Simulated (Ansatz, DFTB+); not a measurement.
Strength of the O–O bond: H2O2 → 2 OH

Species: H2O2 (hydrogen peroxide) `OO`, singlet; OH, doublet. 

Shapes, held fixed at every level: PBE0-D4/def2-TZVP. Flexible molecules stand in one conformer, not always the lowest. Programs: Ansatz 0.2.0, DFTB+ 25.1. The zero-point and thermal change to 298 K, harmonic and unscaled (PBE0-D4/def2-TZVP), is -19.4 kJ/mol.

Problem. Estimate ΔH(298 K) of this reaction.

Solution. The highest level, CCSD(T)/CBS estimate, gives ΔH(298 K) = +209.5 kJ/mol; the levels span -23.7 to +352.1. They disagree on the sign: 7 of 8 are positive. DFTB1 strays far from the other rows. The column of differences is taken from that level and isn't an error. Hartree–Fock misses the correlation of the pair that is broken and comes out low. No measured value is set beside it here. Open shells run unrestricted unless RO is named. The CBS estimate extrapolates MP2 from def2-TZVPP and def2-QZVPP and adds CCSD(T) − MP2 in the triple-zeta set, cores frozen.

```csv
level,kind,ΔH(298 K) (kJ/mol),less CCSD(T)/CBS estimate
DFTB1,semi-empirical,+352.1,+142.6
HF/def2-TZVPP,Hartree–Fock,-23.7,-233.2
BHLYP-D4/def2-TZVPP,global hybrid,+142.1,-67.4
wB97M-V/def2-TZVPP,range-separated hybrid,+210.1,+0.6
wB97X-V/def2-TZVPP,range-separated hybrid,+208.2,-1.3
MP2/def2-SVP,perturbation theory,+209.1,-0.4
CCSD/def2-TZVPP,coupled cluster or CI,+174.9,-34.6
CCSD(T)/CBS estimate,coupled cluster or CI,+209.5,0.0
```
